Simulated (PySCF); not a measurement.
Compound: PF4 (charge +1).
Bonds: F1–P2, P2–F3, P2–F4, P2–F5.

Computed, not measured: core-valence-separated Tamm–Dancoff BHandHLYP/aug-pcX-1 (def2-SVPD on P) in PySCF, non-relativistic, gas phase, PBE0-D3(BJ)/def2-SVP geometry.

Computed fluorine K-edge spectrum, Gaussian lines of 0.6 eV full width, highest printed point 100; it ends one width below the last computed root. BHandHLYP without relativity tends to put these K edges a few eV too low, so spacings mean more than positions.

(photon energy (eV), absorption): (685.0, 1), (685.2, 9), (685.4, 36), (685.6, 77), (685.8, 89), (686.0, 55), (686.2, 19), (686.4, 3), (686.6, 0), (686.8, 0), (687.0, 0), (687.2, 0), (687.4, 0), (687.6, 0), (687.8, 0), (688.0, 0), (688.2, 0), (688.4, 3), (688.6, 16), (688.8, 54), (689.0, 100), (689.2, 100), (689.4, 54), (689.6, 16), (689.8, 2), (690.0, 0), (690.2, 0), (690.4, 0), (690.6, 2), (690.8, 5), (691.0, 7), (691.2, 5), (691.4, 2)

Problem. Assign the maxima to core holes.

Solution. 3 maxima:
- 685.7 eV: F1/F3/F4/F5 (phosphorus-bound fluorine), 685.75 eV, f = 0.137, sum of 4, 100 % of the height at the exact maximum
- 689.1 eV: F1/F3/F4/F5 (phosphorus-bound fluorine), 689.10 eV, f = 0.163, sum of 8, 100 % of the height at the exact maximum
- 691.0 eV: F1/F3/F4/F5 (phosphorus-bound fluorine), 690.99 eV, f = 0.011, sum of 4, 100 % of the height at the exact maximum

Roots within 0.03 eV on the same or equivalent atoms count as one line; shares under 12 % aren't listed.

Vibrational structure and lifetime widths aren't in the curve. The ionisation threshold wasn't computed; near and above it a finite basis only mimics Rydberg series and continuum.

Hardware: an AMD EPYC 7R13 with one thread, no GPU, on a shared host. Cost: 3.0 s, 0.55 GiB resident at most.
